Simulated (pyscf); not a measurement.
Optimised with ωB97X-D3(BJ)/def2-SVP in PySCF.

Problem. For H₂As–InH₂ + silane (SiH₄) → H₂As–In [singlet] + hydrogen (H₂) + silane (SiH₄), a multi-bond step (singlet surface; H–In, H–In, H–Si broken, H–H, H–Si formed), PBE/def2-TZVP gives ΔE‡ = 1.34 eV and ΔE = -0.18 eV (zero: the separated reactants). In which direction and how far do r²SCAN/def2-TZVP, M06-2X/def2-TZVP, ωB97M-D3(BJ)/def2-TZVP move these?

Solution. r²SCAN: ΔE‡ = 1.55 eV, ΔE = -0.02 eV; M06-2X: ΔE‡ = 1.88 eV, ΔE = -0.18 eV; ωB97M-D3(BJ): ΔE‡ = 2.08 eV, ΔE = -0.02 eV. PBE's barrier lies under all of them, by 0.21 to 0.73 eV. Its reaction energy matches one of them and lies within 0.16 eV of the others. On the reactant side the descent ends in a complex (not fully relaxed), 0.24 eV under the separated species and 2.26 eV under the saddle at ωB97X-D3(BJ)/def2-TZVP. On the product side the descent ends in a complex (not fully relaxed), 0.32 eV under the separated species and 2.32 eV under the saddle at ωB97X-D3(BJ)/def2-TZVP. This is the saddle that the search found; another between the same sides may lie lower. Elements up to Kr have no core potential and no relativistic terms here. Elements past Kr carry the def2 core potentials, without spin-orbit coupling.
